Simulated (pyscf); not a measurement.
Elementary routes open to H₃C–BH–OH + hydrogen (H₂) in the gas phase (singlet surface):
A. H₂B–OH + methane (CH₄) (B–C, H–H broken; B–H, C–H formed)
B. H₂B–CH₃ + water (H₂O) (B–O, H–H broken; B–H, H–O formed)

Structures and frequencies: ωB97X-D3(BJ)/def2-SVP in PySCF.

Problem. Rank the routes by free-energy barrier at 1200 K, lowest first, for ωB97M-D3(BJ)/def2-TZVP energies (ideal gas, 1 atm, RRHO with modes under 100 cm⁻¹ raised to 100, one conformer, R ln 2 for chiral ones without a mode under 150 cm⁻¹).

Solution. A (78.4 kcal/mol), B (80.4 kcal/mol)

Route A is the fastest of these, ahead of the next by 2.0 kcal/mol. The most stable products are those of A (ΔG = -1.7 kcal/mol), so kinetics and thermodynamics agree. At 298 K A is still the fastest. B: On the product side the descent ends in an adduct with a B–O contact, 11.8 kcal/mol under the separated species and 22.2 kcal/mol under the saddle at ωB97X-D3(BJ)/def2-TZVP. Only these routes are compared; each barrier is that of the saddle found, and lower ones may exist.
